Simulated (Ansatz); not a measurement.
C₄H₉F (`CCCCF`), relaxed with RKS PBE0-D4/def2-TZVP in Ansatz 0.2.0 from a PBE-D4/def2-SVP geometry. The force threshold is 0.005 eV/Å; the program also tests the step.

Charge 0, multiplicity 1.

Start:

```xyz
14

C    -0.432   -1.583    0.384
C     0.769   -0.669    0.121
C     0.443    0.608   -0.665
C    -0.481    1.568    0.069
F    -0.668    2.723   -0.681
H    -0.121   -2.523    0.883
H    -0.940   -1.862   -0.564
H    -1.193   -1.105    1.036
H     1.541   -1.237   -0.441
H     1.249   -0.395    1.087
H    -0.021    0.350   -1.642
H     1.380    1.157   -0.900
H    -1.479    1.113    0.258
H    -0.046    1.854    1.056
```

Problem. How much energy does the relaxation release, and in how many steps? (Best estimate.)

Solution. Computed: 5.37 kJ/mol, in 4 steps.

Problem. Which bonds change most? (An estimate is asked.)

Solution. Computed: C4–H13 from 1.114 to 1.094 Å; C4–H14 from 1.115 to 1.096 Å; C2–H10 from 1.114 to 1.096 Å; C3–H11 from 1.112 to 1.095 Å.

Problem. Give the relaxed structure. (An estimate is asked.)

Solution. The calculation gave: 
```xyz
14

C    -0.431   -1.566    0.379
C     0.767   -0.662    0.122
C     0.440    0.601   -0.666
C    -0.475    1.542    0.076
F    -0.667    2.699   -0.662
H    -0.125   -2.492    0.870
H    -0.925   -1.835   -0.559
H    -1.176   -1.090    1.020
H     1.527   -1.223   -0.429
H     1.231   -0.386    1.076
H    -0.023    0.336   -1.622
H     1.363    1.140   -0.898
H    -1.461    1.103    0.253
H    -0.043    1.833    1.040
```
